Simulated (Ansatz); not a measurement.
`[Li][Cl]` + CH₃SH → `[Li][S]C` + HCl at 298.15 K and 1 bar (ligand exchange at a Li–Cl bond).

Gas-phase electronic energies from Ansatz, PBE0-D4/def2-TZVP geometries. CCSD(T)/CBS is the MP2 limit (def2-TZVPP, def2-QZVPP) plus CCSD(T) − MP2 in def2-TZVPP, frozen cores. This one scheme is used for every species. For Li outer-core shells are correlated without core-valence functions, which leaves a few kJ/mol of doubt a bond.

| species | CCSD(T)/CBS energy (Eh) | H − E (kJ/mol) | S (J/(mol·K)) |
| --- | --- | --- | --- |
| `[Li][Cl]` | -467.35841 | 12.9 | 212.5 |
| CH₃SH | -438.22835 | 133.0 | 253.2 |
| `[Li][S]C` | -445.16369 | 116.5 | 293.1 |
| HCl | -460.38127 | 26.6 | 186.8 |

H − E and S are ideal-gas, rigid-rotor, harmonic terms from PBE0-D4/def2-TZVP, for one conformer and one mirror image of each species. 1 Eh = 2625.50 kJ/mol, R = 8.31446 J/(mol·K).

Problem. By hand: ΔE, ΔH, ΔS and ΔG.

Solution. ΔE = (-445.16369) + (-460.38127) − (-467.35841) − (-438.22835) = 0.04180 Eh = 109.7 kJ/mol. Δ(H − E) = 116.5 + 26.6 − 12.9 − 133.0 = -2.8, so ΔH = 106.9 kJ/mol. ΔS = 293.1 + 186.8 − 212.5 − 253.2 = 14.2 J/(mol·K). ΔG = 106.9 − 298.15 × (14.2)/1000 = 102.7 kJ/mol.

Problem. By hand: the equilibrium constant, and the temperature at which ΔG would vanish if ΔH and ΔS stayed fixed.

Solution. log₁₀ K = −ΔG/(RT ln 10) = -18.0. ΔG = 0 at ΔH/ΔS = 7528 K, far beyond where these terms or the molecules hold.

The number of gas molecules stays the same, so ΔS is small and ΔH decides. A doubt of 5 kJ/mol in ΔE shifts log₁₀ K by 0.9 here. Other conformers and mirror images would add mixing entropy, several J/(mol·K) or more a flexible species. Modes under 60 cm⁻¹, often nearly free rotors, make the harmonic entropy too high. These are equilibria of isolated gas molecules and say nothing of rates. Largest T1 diagnostic: 0.009 (customary marks: 0.02 for closed shells, 0.045 for open ones).
